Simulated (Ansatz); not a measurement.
# HSCl (triplet): the correlation ladder at distance Cl1–H2 along a hydrogen transfer = 1.823 Å, cc-pVTZ

Aim: climb from Hartree-Fock through coupled cluster and multireference methods for HSCl (triplet) at one geometry and basis, and see what each rung misses.

Computed with Ansatz 0.2.0, Gaussian basis. Level: cc-pVTZ, core rule «outside noble gas», up to 10 orbitals frozen.

To be run: UHF; CCSD(T) on ROHF; CCSD(T) on UHF; BCCD(T) on ROHF; CCSDT(Q) on ROHF; CCSDT(Q) on UHF; CASSCF and MRCISD+Q, 4 electrons in 4 orbitals; CASSCF and NEVPT2, 4 electrons in 4 orbitals; CASSCF and MRCISD+Q, 14 electrons in 9 orbitals; CASSCF and NEVPT2, 14 electrons in 9 orbitals.

### Step 1. The system

The geometry derives from fragments relaxed apart (PBE0/def2-TZVP) and kept rigid, so it is no stationary point. A hydrogen atom is moved between rigid fragments.

3 atoms, charge 0, spin multiplicity 3.

Atoms are counted from 1 here; the program's logs count them from 0.

Bond lengths: H2–S3 1.597 Å.

### Step 2. UHF

Input file in.yaml:

```yaml
crystal:
  periodic: [false, false, false]
  atoms:
    - {symbol: Cl, position_ang: [0.000000, 0.000000, -1.747667]}
    - {symbol: H, position_ang: [0.000000, 0.000000, 0.075333]}
    - {symbol: S, position_ang: [0.000000, 0.000000, 1.672333]}
basis:
  gaussian: {orbitals: cc-pVTZ}
magnetization: {spin_polarized: true, initial_magnetization: 2}
hamiltonian: {xc: hf}
output: {orbitals: {seedname: orbitals}}
```

Run with:

```bash
> ansatz run in.yaml --threads 1 --pin off --events-out ev --progress --plain --max-ram 2816MiB --backend cpu
```

Further steps of the session: CCSD(T) on ROHF; CCSD(T) on UHF; BCCD(T) on ROHF; CCSDT(Q) on ROHF; CCSDT(Q) on UHF; CASSCF and MRCISD+Q, 4 electrons in 4 orbitals; CASSCF and NEVPT2, 4 electrons in 4 orbitals; CASSCF and MRCISD+Q, 14 electrons in 9 orbitals; CASSCF and NEVPT2, 14 electrons in 9 orbitals.

Before running them: what should the planned runs give, taken together? Wanted: UCCSDT(Q) below the RHF energy; RMP2 from UCCSDT(Q); UMP2 from UCCSDT(Q); RCCSD from UCCSDT(Q); RCCSD(T) from UCCSDT(Q); UCCSD(T) from UCCSDT(Q); RCCSDT(Q) from UCCSDT(Q); NEVPT2 pair from UCCSDT(Q); MRCISD+Q pair from UCCSDT(Q).

The runs gave:

| quantity | value |
| --- | --- |
| UCCSDT(Q) below the RHF energy | -10.9836 eV |
| RMP2 from UCCSDT(Q) | +1710.6 meV |
| UMP2 from UCCSDT(Q) | +1773.8 meV |
| RCCSD from UCCSDT(Q) | +484.5 meV |
| RCCSD(T) from UCCSDT(Q) | +64.9 meV |
| UCCSD(T) from UCCSDT(Q) | +67.6 meV |
| RCCSDT(Q) from UCCSDT(Q) | +1.6 meV |
| NEVPT2 pair from UCCSDT(Q) | +1557.3 meV |
| MRCISD+Q pair from UCCSDT(Q) | +262.2 meV |
| NEVPT2 valence from UCCSDT(Q) | +2460.9 meV |
| levels within 1 kcal/mol (43 meV) | RCCSDT, UCCSDT, RCCSDT(Q) |
| T1 diagnostic | 0.033 |
| effectively unpaired electrons | 2.01 |

**Reading.** RCCSD(T) lands +64.9 meV from the yardstick (0.6 % of the correlation energy). One determinant dominates. Of the multireference levels listed MRCISD+Q pair comes nearest in total energy (+262.2 meV), which doesn't show that its space is the better one. Coupled cluster took another determinant than the lowest Hartree-Fock one. These misses are within one basis, not against nature; the frozen cores of restricted and unrestricted runs differ, which can shift their rows.
